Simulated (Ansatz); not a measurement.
Structure relaxation of Ti2C

These are results of DFT r2SCAN, scalar-relativistic, plane waves, PAW (Ansatz 0.2.0), not measurements. Cutoff 500 eV, Γ-centred k mesh, Gaussian smearing, no spin polarisation in the final step.

This is the end of a relaxation of cell and atoms.

```
Ti C
1.0
     1.53898    0.88853    4.82086
    -1.53898    0.88853    4.82086
     0.00000   -1.77706    4.82086
Ti C
2 1
Direct
  0.24521 0.24521 0.24521
  0.75479 0.75479 0.75479
  0.50000 0.50000 0.50000
```

The zero of energy is the elements' standard structures at the same level; no fitted shifts are applied.

(1) What space group does it have?

(2) How far does it lie from the elements in energy?

(3) Is it a metal?

## Answers

(1) R-3m (No. 166). Conventional cell: a = 3.078 Å, c = 14.463 Å. Ti is coordinated by 3 C at 2.11 Å; around C lie 6 Ti at 2.11 Å.

(2) -0.74 eV/atom.

(3) Yes, bands cross the Fermi level on the 18×18×18 mesh.

The final run used a 18×18×18 mesh on its 3-atom cell and 0.10 eV smearing. For metals, differences of a few meV/atom aren't resolved.

Cost: 2 runs of about 4.3 core-minutes in all, on Intel Xeon Platinum 8259CL (Skylake/Cascade Lake) (shared hosts).